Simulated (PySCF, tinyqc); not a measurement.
Inside a calculation (part 1 of 2). Method: RHF in the sto-3g basis, for OH-, spin multiplicity 1. The basis has no diffuse functions, so it cannot describe the extra electron: this is an exercise in the method, not the real anion. The lowest restricted solution is unstable here: a spin-polarised one lies 0.0001 hartree lower (PySCF). Computed by tinyqc, a small Python program that keeps every step (integrals from PySCF). Settings: charge = -1, multiplicity = 1, basis = sto-3g, energy threshold = 1e-09, iteration cap = 68, orthogonalisation = symmetric, start = atomic densities, DIIS depth = 3, damping = 0.7, method = RHF. Command: `OMP_NUM_THREADS=1 python tinyqc.py 21856 21857 out.jsonl` (the two numbers bound the seeds that draw the settings). One thread of a shared host (Intel(R) Xeon(R) Processor @ 2.60GHz), about 0.1 s of CPU time with the checks. Later iterations appear only in the table of the cycle.

## One-electron integrals

Geometry (angstrom):
```
atom       x       y       z
O     0.0000  0.0000  0.0000
H     0.0000  0.0000  1.4820
```

Basis sto-3g: exponents (1/bohr^2) and contraction coefficients of normalised primitives:
```
element  l (shell)  exponent  coefficient
O            s (1)  130.7093       0.1543
O            s (1)   23.8089       0.5353
O            s (1)    6.4436       0.4446
O            s (2)    5.0332      -0.1000
O            s (2)    1.1696       0.3995
O            s (2)    0.3804       0.7001
O            p (3)    5.0332       0.1559
O            p (3)    1.1696       0.6077
O            p (3)    0.3804       0.3920
H            s (1)    3.4253       0.1543
H            s (1)    0.6239       0.5353
H            s (1)    0.1689       0.4446
```

Overlap, kinetic and nuclear-attraction integrals over the contracted functions; the nuclear repulsion is the sum of Za Zb / Rab.

nuclear repulsion = 2.856557 hartree

overlap S, order 1O 1s, 1O 2s, 1O 2px, 1O 2py, 1O 2pz, 2H 1s:
```
[[1.0000, 0.2367, 0.0000, 0.0000, 0.0000, 0.0160],
 [0.2367, 1.0000, 0.0000, 0.0000, 0.0000, 0.2053],
 [0.0000, 0.0000, 1.0000, 0.0000, 0.0000, 0.0000],
 [0.0000, 0.0000, 0.0000, 1.0000, 0.0000, 0.0000],
 [0.0000, 0.0000, 0.0000, 0.0000, 1.0000, 0.2031],
 [0.0160, 0.2053, 0.0000, 0.0000, 0.2031, 1.0000]]
```

kinetic energy T (hartree), order 1O 1s, 1O 2s, 1O 2px, 1O 2py, 1O 2pz, 2H 1s:
```
[[29.0032, -0.1680, 0.0000, 0.0000, 0.0000, -0.0049],
 [-0.1680, 0.8081, 0.0000, 0.0000, 0.0000, -0.0049],
 [0.0000, 0.0000, 2.5287, 0.0000, 0.0000, 0.0000],
 [0.0000, 0.0000, 0.0000, 2.5287, 0.0000, 0.0000],
 [0.0000, 0.0000, 0.0000, 0.0000, 2.5287, 0.0396],
 [-0.0049, -0.0049, 0.0000, 0.0000, 0.0396, 0.7600]]
```

nuclear attraction V (hartree), order 1O 1s, 1O 2s, 1O 2px, 1O 2py, 1O 2pz, 2H 1s:
```
[[-60.9755, -7.2676, 0.0000, 0.0000, -0.0065, -0.5024],
 [-7.2676, -9.4089, 0.0000, 0.0000, -0.0815, -1.3400],
 [0.0000, 0.0000, -9.3230, 0.0000, 0.0000, 0.0000],
 [0.0000, 0.0000, 0.0000, -9.3230, 0.0000, 0.0000],
 [-0.0065, -0.0815, 0.0000, 0.0000, -9.3631, -1.1394],
 [-0.5024, -1.3400, 0.0000, 0.0000, -1.1394, -4.0707]]
```

core Hamiltonian H = T + V (hartree), order 1O 1s, 1O 2s, 1O 2px, 1O 2py, 1O 2pz, 2H 1s:
```
[[-31.9723, -7.4356, 0.0000, 0.0000, -0.0065, -0.5072],
 [-7.4356, -8.6008, 0.0000, 0.0000, -0.0815, -1.3449],
 [0.0000, 0.0000, -6.7943, 0.0000, 0.0000, 0.0000],
 [0.0000, 0.0000, 0.0000, -6.7943, 0.0000, 0.0000],
 [-0.0065, -0.0815, 0.0000, 0.0000, -6.8344, -1.0997],
 [-0.5072, -1.3449, 0.0000, 0.0000, -1.0997, -3.3106]]
```

## Two-electron integrals

Functions are numbered as in S; the eight-fold symmetry (ij|kl) = (ji|kl) = (kl|ij) leaves the list below.

Two-electron integrals (ij|kl) in chemists' order, unique and non-zero (hartree):
```
(11|11) 4.7851     (21|11) 0.7414     (21|21) 0.1369     (22|11) 1.1189
(22|21) 0.2566     (22|22) 0.8172     (31|31) 0.0245     (32|31) 0.0378
(32|32) 0.1805     (33|11) 1.1158     (33|21) 0.2567     (33|22) 0.8170
(33|33) 0.8802     (41|41) 0.0245     (42|41) 0.0378     (42|42) 0.1805
(43|43) 0.0474     (44|11) 1.1158     (44|21) 0.2567     (44|22) 0.8170
(44|33) 0.7853     (44|44) 0.8802     (51|51) 0.0245     (52|51) 0.0378
(52|52) 0.1805     (53|53) 0.0474     (54|54) 0.0474     (55|11) 1.1158
(55|21) 0.2567     (55|22) 0.8170     (55|33) 0.7853     (55|44) 0.7853
(55|55) 0.8802     (61|11) 0.0507     (61|21) 0.0093     (61|22) 0.0173
(61|33) 0.0173     (61|44) 0.0173     (61|51) 3.91e-04   (61|52) 0.0007
(61|55) 0.0174     (61|61) 0.0006     (62|11) 0.1512     (62|21) 0.0352
(62|22) 0.1281     (62|33) 0.1259     (62|44) 0.1259     (62|51) 0.0026
(62|52) 0.0217     (62|55) 0.1325     (62|61) 0.0024     (62|62) 0.0274
(63|31) 0.0033     (63|32) 0.0206     (63|53) 0.0043     (63|63) 0.0035
(64|41) 0.0033     (64|42) 0.0206     (64|54) 0.0043     (64|64) 0.0035
(65|11) 0.1222     (65|21) 0.0288     (65|22) 0.1120     (65|33) 0.1074
(65|44) 0.1074     (65|51) 0.0051     (65|52) 0.0378     (65|55) 0.1213
(65|61) 0.0021     (65|62) 0.0292     (65|65) 0.0344     (66|11) 0.3554
(66|21) 0.0841     (66|22) 0.3523     (66|33) 0.3413     (66|44) 0.3413
(66|51) 0.0062     (66|52) 0.0753     (66|55) 0.3739     (66|61) 0.0058
(66|62) 0.1055     (66|65) 0.1296     (66|66) 0.7746
```

## Orthogonalisation

S = U s U^T; symmetric (Loewdin) form X = U s^(-1/2) U^T, so that X^T S X = 1.

eigenvalues of S: [0.6609, 0.8535, 1.0000, 1.0000, 1.1311, 1.3545]

X, order 1O 1s, 1O 2s, 1O 2px, 1O 2py, 1O 2pz, 2H 1s:
```
[[1.0222, -0.1249, 0.0000, 0.0000, -0.0021, 0.0115],
 [-0.1249, 1.0397, 0.0000, 0.0000, 0.0171, -0.1109],
 [0.0000, 0.0000, 1.0000, 0.0000, 0.0000, 0.0000],
 [0.0000, 0.0000, 0.0000, 1.0000, 0.0000, 0.0000],
 [-0.0021, 0.0171, 0.0000, 0.0000, 1.0165, -0.1073],
 [0.0115, -0.1109, 0.0000, 0.0000, -0.1073, 1.0336]]
```

## Starting guess

The start is atomic minimal-basis densities projected into this basis (PySCF's MINAO start) and scaled to the electron count of each spin; this density is not idempotent, so its energy is not variational and may lie below the converged one.

D at the start, order 1O 1s, 1O 2s, 1O 2px, 1O 2py, 1O 2pz, 2H 1s:
```
[[2.3883, -0.5598, 0.0000, 0.0000, 0.0078, -0.0185],
 [-0.5598, 2.3669, 0.0000, 0.0000, -0.0381, 0.0771],
 [0.0000, 0.0000, 1.4557, 0.0000, 0.0000, 0.0000],
 [0.0000, 0.0000, 0.0000, 1.4557, 0.0000, 0.0000],
 [0.0078, -0.0381, 0.0000, 0.0000, 1.3986, 0.1461],
 [-0.0185, 0.0771, 0.0000, 0.0000, 0.1461, 1.1093]]
```

## Iteration 1: building the Fock matrix

J_ij = sum D_kl (ij|kl), K_ij = sum D_kl (ik|jl); F = H + J - 0.5 K; E = tr D H + tr D J / 2 - 0.25 tr D K + E_nn.

Coulomb J (hartree), order 1O 1s, 1O 2s, 1O 2px, 1O 2py, 1O 2pz, 2H 1s:
```
[[18.5073, 3.4380, 0.0000, 0.0000, 0.0063, 0.2337],
 [3.4380, 8.2834, 0.0000, 0.0000, 0.0847, 1.3049],
 [0.0000, 0.0000, 8.2628, 0.0000, 0.0000, 0.0000],
 [0.0000, 0.0000, 0.0000, 8.2628, 0.0000, 0.0000],
 [0.0063, 0.0847, 0.0000, 0.0000, 8.2986, 1.1625],
 [0.2337, 1.3049, 0.0000, 0.0000, 1.1625, 4.0129]]
```

exchange K (hartree), order 1O 1s, 1O 2s, 1O 2px, 1O 2py, 1O 2pz, 2H 1s:
```
[[11.0280, 1.8423, 0.0000, 0.0000, 0.0032, 0.1388],
 [1.8423, 2.8071, 0.0000, 0.0000, 0.0313, 0.5641],
 [0.0000, 0.0000, 1.8683, 0.0000, 0.0000, 0.0000],
 [0.0000, 0.0000, 0.0000, 1.8683, 0.0000, 0.0000],
 [0.0032, 0.0313, 0.0000, 0.0000, 1.8917, 0.4376],
 [0.1388, 0.5641, 0.0000, 0.0000, 0.4376, 1.0329]]
```

Fock matrix F (hartree), order 1O 1s, 1O 2s, 1O 2px, 1O 2py, 1O 2pz, 2H 1s:
```
[[-18.9790, -4.9188, 0.0000, 0.0000, -0.0018, -0.3430],
 [-4.9188, -1.7209, 0.0000, 0.0000, -0.0125, -0.3221],
 [0.0000, 0.0000, 0.5344, 0.0000, 0.0000, 0.0000],
 [0.0000, 0.0000, 0.0000, 0.5344, 0.0000, 0.0000],
 [-0.0018, -0.0125, 0.0000, 0.0000, 0.5184, -0.1560],
 [-0.3430, -0.3221, 0.0000, 0.0000, -0.1560, 0.1858]]
```

total energy of this density = -78.842169 hartree

This density is the starting one; it is not idempotent, so its energy is not variational and may lie below the converged one.

## Iteration 1: diagonalisation and new density

Diagonalise F' = X^T F X, C = X C', fill 5 alpha and 5 beta electrons from the bottom; D = 2 C_occ C_occ^T; the new density keeps 0.7 of the old one (damping). Each column has its largest component positive (the first on a tie).

F' = X^T F X (hartree):
```
[[-18.6097, -2.6274, 0.0000, 0.0000, -0.0131, 0.0001],
 [-2.6274, -0.8115, 0.0000, 0.0000, 0.0337, -0.2321],
 [0.0000, 0.0000, 0.5344, 0.0000, 0.0000, 0.0000],
 [0.0000, 0.0000, 0.0000, 0.5344, 0.0000, 0.0000],
 [-0.0131, 0.0337, 0.0000, 0.0000, 0.5722, -0.2481],
 [0.0001, -0.2321, 0.0000, 0.0000, -0.2481, 0.2933]]
```

orbital energies (hartree): [-18.9896, -0.4997, 0.1968, 0.5344, 0.5344, 0.7366]

coefficients C, order 1O 1s, 1O 2s, 1O 2px, 1O 2py, 1O 2pz, 2H 1s:
```
[[0.9939, -0.2555, 0.0764, 0.0000, 0.0000, -0.0425],
 [0.0250, 0.9704, -0.3504, 0.0000, 0.0000, 0.2100],
 [0.0000, 0.0000, 0.0000, -0.0381, 0.9993, 0.0000],
 [0.0000, 0.0000, 0.0000, 0.9993, 0.0381, 0.0000],
 [0.0006, 0.0215, 0.4687, 0.0000, 0.0000, 0.9082],
 [-0.0027, 0.1875, 0.7910, 0.0000, 0.0000, -0.6569]]
```

D after iteration 1, order 1O 1s, 1O 2s, 1O 2px, 1O 2py, 1O 2pz, 2H 1s:
```
[[2.3071, -0.5418, 0.0000, 0.0000, 0.0240, -0.0071],
 [-0.5418, 2.2959, 0.0000, 0.0000, -0.1127, -0.0032],
 [0.0000, 0.0000, 1.6190, 0.0000, 0.0000, 0.0000],
 [0.0000, 0.0000, 0.0000, 1.6190, 0.0000, 0.0000],
 [0.0240, -0.1127, 0.0000, 0.0000, 1.1111, 0.3272],
 [-0.0071, -0.0032, 0.0000, 0.0000, 0.3272, 1.1730]]
```

Within a degenerate level the vectors are fixed only up to a rotation; this is one choice.

## Iteration 2: building the Fock matrix

As before.

Coulomb J (hartree), order 1O 1s, 1O 2s, 1O 2px, 1O 2py, 1O 2pz, 2H 1s:
```
[[18.1535, 3.3848, 0.0000, 0.0000, 0.0033, 0.2299],
 [3.3848, 8.2185, 0.0000, 0.0000, 0.0740, 1.2976],
 [0.0000, 0.0000, 8.2104, 0.0000, 0.0000, 0.0000],
 [0.0000, 0.0000, 0.0000, 8.2104, 0.0000, 0.0000],
 [0.0033, 0.0740, 0.0000, 0.0000, 8.2095, 1.1565],
 [0.2299, 1.2976, 0.0000, 0.0000, 1.1565, 4.0344]]
```

exchange K (hartree), order 1O 1s, 1O 2s, 1O 2px, 1O 2py, 1O 2pz, 2H 1s:
```
[[10.6574, 1.7864, 0.0000, 0.0000, 0.0030, 0.1334],
 [1.7864, 2.7441, 0.0000, 0.0000, -0.0160, 0.5377],
 [0.0000, 0.0000, 1.9912, 0.0000, 0.0000, 0.0000],
 [0.0000, 0.0000, 0.0000, 1.9912, 0.0000, 0.0000],
 [0.0030, -0.0160, 0.0000, 0.0000, 1.6809, 0.4642],
 [0.1334, 0.5377, 0.0000, 0.0000, 0.4642, 1.0975]]
```

Fock matrix F (hartree), order 1O 1s, 1O 2s, 1O 2px, 1O 2py, 1O 2pz, 2H 1s:
```
[[-19.1475, -4.9439, 0.0000, 0.0000, -0.0047, -0.3440],
 [-4.9439, -1.7543, 0.0000, 0.0000, 0.0005, -0.3162],
 [0.0000, 0.0000, 0.4206, 0.0000, 0.0000, 0.0000],
 [0.0000, 0.0000, 0.0000, 0.4206, 0.0000, 0.0000],
 [-0.0047, 0.0005, 0.0000, 0.0000, 0.5347, -0.1753],
 [-0.3440, -0.3162, 0.0000, 0.0000, -0.1753, 0.1751]]
```

total energy of this density = -77.348422 hartree

This density is a damped mixture and is not idempotent, and it still holds part of the atomic start, so its energy may lie below the converged one.

## Iteration 2: DIIS over 2 matrices

error matrix X^T (FDS - SDF) X:
```
[[0.0000, -0.0344, 0.0000, 0.0000, -0.0236, -0.3619],
 [0.0344, 0.0000, 0.0000, 0.0000, 0.0035, -0.0991],
 [0.0000, 0.0000, 0.0000, 0.0000, 0.0000, 0.0000],
 [0.0000, 0.0000, 0.0000, 0.0000, 0.0000, 0.0000],
 [0.0236, -0.0035, 0.0000, 0.0000, 0.0000, 0.1489],
 [0.3619, 0.0991, 0.0000, 0.0000, -0.1489, 0.0000]]
```

B (overlaps of the stored error matrices):
```
[[6.4918342e-01, 4.6180609e-01],
 [4.6180609e-01, 3.2950851e-01]]
```

Minimise |sum c_i e_i|^2 with sum c_i = 1: solve [B -1; -1 0][c; lambda] = [0; -1] with B_ij = tr e_i^T e_j, and take F = sum c_i F_i.

DIIS coefficients: [-2.4019, 3.4019]

extrapolated F (hartree), order 1O 1s, 1O 2s, 1O 2px, 1O 2py, 1O 2pz, 2H 1s:
```
[[-19.5523, -5.0043, 0.0000, 0.0000, -0.0117, -0.3464],
 [-5.0043, -1.8345, 0.0000, 0.0000, 0.0316, -0.3021],
 [0.0000, 0.0000, 0.1471, 0.0000, 0.0000, 0.0000],
 [0.0000, 0.0000, 0.0000, 0.1471, 0.0000, 0.0000],
 [-0.0117, 0.0316, 0.0000, 0.0000, 0.5738, -0.2218],
 [-0.3464, -0.3021, 0.0000, 0.0000, -0.2218, 0.1493]]
```

## Iteration 2: diagonalisation and new density

As before.

F' = X^T F X (hartree):
```
[[-19.1888, -2.6311, 0.0000, 0.0000, -0.0292, -0.0031],
 [-2.6311, -0.9243, 0.0000, 0.0000, 0.0855, -0.2012],
 [0.0000, 0.0000, 0.1471, 0.0000, 0.0000, 0.0000],
 [0.0000, 0.0000, 0.0000, 0.1471, 0.0000, 0.0000],
 [-0.0292, 0.0855, 0.0000, 0.0000, 0.6448, -0.3244],
 [-0.0031, -0.2012, 0.0000, 0.0000, -0.3244, 0.2647]]
```

orbital energies (hartree): [-19.5604, -0.5988, 0.1025, 0.1471, 0.1471, 0.8531]

coefficients C, order 1O 1s, 1O 2s, 1O 2px, 1O 2py, 1O 2pz, 2H 1s:
```
[[0.9947, -0.2578, 0.0549, 0.0000, 0.0000, -0.0412],
 [0.0215, 0.9966, -0.2724, 0.0000, 0.0000, 0.2031],
 [0.0000, 0.0000, 0.0000, 0.9971, 0.0759, 0.0000],
 [0.0000, 0.0000, 0.0000, -0.0759, 0.9971, 0.0000],
 [0.0010, -0.0192, 0.4429, 0.0000, 0.0000, 0.9211],
 [-0.0026, 0.1200, 0.8224, 0.0000, 0.0000, -0.6337]]
```

D after iteration 2, order 1O 1s, 1O 2s, 1O 2px, 1O 2py, 1O 2pz, 2H 1s:
```
[[2.2504, -0.5295, 0.0000, 0.0000, 0.0350, 0.0020],
 [-0.5295, 2.2478, 0.0000, 0.0000, -0.1628, -0.0649],
 [0.0000, 0.0000, 1.7333, 0.0000, 0.0000, 0.0000],
 [0.0000, 0.0000, 0.0000, 1.7333, 0.0000, 0.0000],
 [0.0350, -0.1628, 0.0000, 0.0000, 0.8957, 0.4462],
 [0.0020, -0.0649, 0.0000, 0.0000, 0.4462, 1.2356]]
```

Within a degenerate level the vectors are fixed only up to a rotation; this is one choice.

## Iteration 3: building the Fock matrix

As before.

Coulomb J (hartree), order 1O 1s, 1O 2s, 1O 2px, 1O 2py, 1O 2pz, 2H 1s:
```
[[17.8946, 3.3451, 0.0000, 0.0000, 0.0013, 0.2272],
 [3.3451, 8.1660, 0.0000, 0.0000, 0.0678, 1.2920],
 [0.0000, 0.0000, 8.1670, 0.0000, 0.0000, 0.0000],
 [0.0000, 0.0000, 0.0000, 8.1670, 0.0000, 0.0000],
 [0.0013, 0.0678, 0.0000, 0.0000, 8.1393, 1.1523],
 [0.2272, 1.2920, 0.0000, 0.0000, 1.1523, 4.0558]]
```

exchange K (hartree), order 1O 1s, 1O 2s, 1O 2px, 1O 2py, 1O 2pz, 2H 1s:
```
[[10.3976, 1.7466, 0.0000, 0.0000, 0.0028, 0.1295],
 [1.7466, 2.6974, 0.0000, 0.0000, -0.0486, 0.5183],
 [0.0000, 0.0000, 2.0766, 0.0000, 0.0000, 0.0000],
 [0.0000, 0.0000, 0.0000, 2.0766, 0.0000, 0.0000],
 [0.0028, -0.0486, 0.0000, 0.0000, 1.5195, 0.4800],
 [0.1295, 0.5183, 0.0000, 0.0000, 0.4800, 1.1530]]
```

Fock matrix F (hartree), order 1O 1s, 1O 2s, 1O 2px, 1O 2py, 1O 2pz, 2H 1s:
```
[[-19.2765, -4.9638, 0.0000, 0.0000, -0.0066, -0.3448],
 [-4.9638, -1.7835, 0.0000, 0.0000, 0.0106, -0.3120],
 [0.0000, 0.0000, 0.3345, 0.0000, 0.0000, 0.0000],
 [0.0000, 0.0000, 0.0000, 0.3345, 0.0000, 0.0000],
 [-0.0066, 0.0106, 0.0000, 0.0000, 0.5453, -0.1874],
 [-0.3448, -0.3120, 0.0000, 0.0000, -0.1874, 0.1687]]
```

total energy of this density = -76.325094 hartree

This density is a damped mixture and is not idempotent, and it still holds part of the atomic start, so its energy may lie below the converged one.

## Iteration 3: DIIS over 3 matrices

error matrix X^T (FDS - SDF) X:
```
[[0.0000, -0.0244, 0.0000, 0.0000, -0.0162, -0.2517],
 [0.0244, 0.0000, 0.0000, 0.0000, 0.0027, -0.0763],
 [0.0000, 0.0000, 0.0000, 0.0000, 0.0000, 0.0000],
 [0.0000, 0.0000, 0.0000, 0.0000, 0.0000, 0.0000],
 [0.0162, -0.0027, 0.0000, 0.0000, 0.0000, 0.1092],
 [0.2517, 0.0763, 0.0000, 0.0000, -0.1092, 0.0000]]
```

B (overlaps of the stored error matrices):
```
[[6.4918342e-01, 4.6180609e-01, 3.2506876e-01],
 [4.6180609e-01, 3.2950851e-01, 2.3227160e-01],
 [3.2506876e-01, 2.3227160e-01, 1.6387104e-01]]
```

As before.

DIIS coefficients: [0.9252, -4.5647, 4.6394]

extrapolated F (hartree), order 1O 1s, 1O 2s, 1O 2px, 1O 2py, 1O 2pz, 2H 1s:
```
[[-19.5901, -5.0128, 0.0000, 0.0000, -0.0108, -0.3469],
 [-5.0128, -1.8588, 0.0000, 0.0000, 0.0353, -0.3023],
 [0.0000, 0.0000, 0.1264, 0.0000, 0.0000, 0.0000],
 [0.0000, 0.0000, 0.0000, 0.1264, 0.0000, 0.0000],
 [-0.0108, 0.0353, 0.0000, 0.0000, 0.5686, -0.2135],
 [-0.3469, -0.3023, 0.0000, 0.0000, -0.2135, 0.1554]]
```

## Iteration 3: diagonalisation and new density

As before.

F' = X^T F X (hartree):
```
[[-19.2265, -2.6322, 0.0000, 0.0000, -0.0286, -0.0034],
 [-2.6322, -0.9488, 0.0000, 0.0000, 0.0879, -0.1996],
 [0.0000, 0.0000, 0.1264, 0.0000, 0.0000, 0.0000],
 [0.0000, 0.0000, 0.0000, 0.1264, 0.0000, 0.0000],
 [-0.0286, 0.0879, 0.0000, 0.0000, 0.6378, -0.3160],
 [-0.0034, -0.1996, 0.0000, 0.0000, -0.3160, 0.2691]]
```

orbital energies (hartree): [-19.5981, -0.6213, 0.1092, 0.1264, 0.1264, 0.8418]

coefficients C, order 1O 1s, 1O 2s, 1O 2px, 1O 2py, 1O 2pz, 2H 1s:
```
[[0.9947, -0.2584, 0.0519, 0.0000, 0.0000, -0.0411],
 [0.0215, 0.9998, -0.2606, 0.0000, 0.0000, 0.2029],
 [0.0000, 0.0000, 0.0000, 0.1979, 0.9802, 0.0000],
 [0.0000, 0.0000, 0.0000, 0.9802, -0.1979, 0.0000],
 [0.0010, -0.0239, 0.4435, 0.0000, 0.0000, 0.9207],
 [-0.0026, 0.1101, 0.8231, 0.0000, 0.0000, -0.6345]]
```

D after iteration 3, order 1O 1s, 1O 2s, 1O 2px, 1O 2py, 1O 2pz, 2H 1s:
```
[[2.2106, -0.5209, 0.0000, 0.0000, 0.0426, 0.0084],
 [-0.5209, 2.2143, 0.0000, 0.0000, -0.1976, -0.1081],
 [0.0000, 0.0000, 1.8133, 0.0000, 0.0000, 0.0000],
 [0.0000, 0.0000, 0.0000, 1.8133, 0.0000, 0.0000],
 [0.0426, -0.1976, 0.0000, 0.0000, 0.7454, 0.5298],
 [0.0084, -0.1081, 0.0000, 0.0000, 0.5298, 1.2787]]
```

Within a degenerate level the vectors are fixed only up to a rotation; this is one choice.

## Iteration 62 (converged): orbitals

converged F (hartree), order 1O 1s, 1O 2s, 1O 2px, 1O 2py, 1O 2pz, 2H 1s:
```
[[-19.5765, -5.0099, 0.0000, 0.0000, -0.0109, -0.3467],
 [-5.0099, -1.8511, 0.0000, 0.0000, 0.0339, -0.3023],
 [0.0000, 0.0000, 0.1341, 0.0000, 0.0000, 0.0000],
 [0.0000, 0.0000, 0.0000, 0.1341, 0.0000, 0.0000],
 [-0.0109, 0.0339, 0.0000, 0.0000, 0.5700, -0.2157],
 [-0.3467, -0.3023, 0.0000, 0.0000, -0.2157, 0.1538]]
```

Diagonalise F' = X^T F X, C = X C', fill 5 alpha and 5 beta electrons from the bottom; D = 2 C_occ C_occ^T. Each column has its largest component positive (the first on a tie).

F' = X^T F X (hartree):
```
[[-19.2129, -2.6319, 0.0000, 0.0000, -0.0286, -0.0033],
 [-2.6319, -0.9410, 0.0000, 0.0000, 0.0869, -0.2001],
 [0.0000, 0.0000, 0.1341, 0.0000, 0.0000, 0.0000],
 [0.0000, 0.0000, 0.0000, 0.1341, 0.0000, 0.0000],
 [-0.0286, 0.0869, 0.0000, 0.0000, 0.6397, -0.3183],
 [-0.0033, -0.2001, 0.0000, 0.0000, -0.3183, 0.2680]]
```

orbital energies (hartree): [-19.5845, -0.6141, 0.1076, 0.1341, 0.1341, 0.8448]

coefficients C, order 1O 1s, 1O 2s, 1O 2px, 1O 2py, 1O 2pz, 2H 1s:
```
[[0.9947, -0.2582, 0.0528, 0.0000, 0.0000, -0.0411],
 [0.0215, 0.9988, -0.2643, 0.0000, 0.0000, 0.2029],
 [0.0000, 0.0000, 0.0000, 0.9914, -0.1306, 0.0000],
 [0.0000, 0.0000, 0.0000, 0.1306, 0.9914, 0.0000],
 [0.0010, -0.0223, 0.4434, 0.0000, 0.0000, 0.9208],
 [-0.0026, 0.1132, 0.8229, 0.0000, 0.0000, -0.6344]]
```

D after iteration 62, order 1O 1s, 1O 2s, 1O 2px, 1O 2py, 1O 2pz, 2H 1s:
```
[[2.1179, -0.5010, 0.0000, 0.0000, 0.0603, 0.0234],
 [-0.5010, 2.1360, 0.0000, 0.0000, -0.2789, -0.2090],
 [0.0000, 0.0000, 2.0000, 0.0000, 0.0000, 0.0000],
 [0.0000, 0.0000, 0.0000, 2.0000, 0.0000, 0.0000],
 [0.0603, -0.2789, 0.0000, 0.0000, 0.3942, 0.7247],
 [0.0234, -0.2090, 0.0000, 0.0000, 0.7247, 1.3798]]
```

Within a degenerate level the vectors are fixed only up to a rotation; this is one choice.
